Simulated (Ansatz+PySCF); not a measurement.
# singlet P2: levels of theory in one basis

```xyz
2

P     0.0000    0.0000   -1.0211
P     0.0000    0.0000    1.0211
```

Basis set: def2-SVP (spherical functions). Correlated methods keep 10 orbitals frozen. Charge 0, multiplicity 1.

Computed with Ansatz (development build ahead of 0.2.0); each method stands on the lowest determinant of its kind that the runs found. NEVPT2 correlates all electrons. Active spaces start from the frontier orbitals, and the lowest solution found is given.

| method | E − E(RHF) (eV) | <S²> of the determinant |
| --- | --- | --- |
| RHF | 0.00 | 0.00 |
| UHF | -0.84 | 1.22 |
| RHF-MP2 | -6.58 | – |
| UHF-MP2 | -5.35 | 1.22 |
| UHF-CCSD | -6.86 | 1.22 |
| UHF-CCSD(T) | -7.26 | 1.22 |
| RHF-CCSDT(Q) | -7.47 | – |
| UHF-CCSDT(Q) | -7.46 | 1.22 |
| CASSCF(10,8) | -3.03 | – |
| SC-NEVPT2(10,8) | -6.98 | – |

(1) What does RHF-CCSD(T) give on the same scale?

(2) Is a single determinant a sound starting point here?

Results:

(1) -7.39 eV.

(2) It is doubtful. Unrestricted orbitals lower Hartree–Fock by 0.84 eV and <S²> is 1.22 where a pure state has 0.00, a sign of strong static correlation. The CASSCF(10,8) natural occupations are 1.99, 1.99, 1.97, 1.88, 1.88, 0.13, 0.13, 0.04.

Caution for RHF, RHF-MP2, RHF-CCSD(T), RHF-CCSDT(Q): an unrestricted determinant lies well below. Caution for UHF, UHF-MP2, UHF-CCSD, UHF-CCSD(T), UHF-CCSDT(Q): the unrestricted determinant is a mixture of spin states; the determinant breaks the point group. Caution for RHF-MP2, UHF-MP2, UHF-CCSD, RHF-CCSD(T), UHF-CCSD(T), RHF-CCSDT(Q), UHF-CCSDT(Q): large share of triples, a single reference is doubtful. Caution for UHF-MP2, UHF-CCSD(T): another reference gives a lower total.
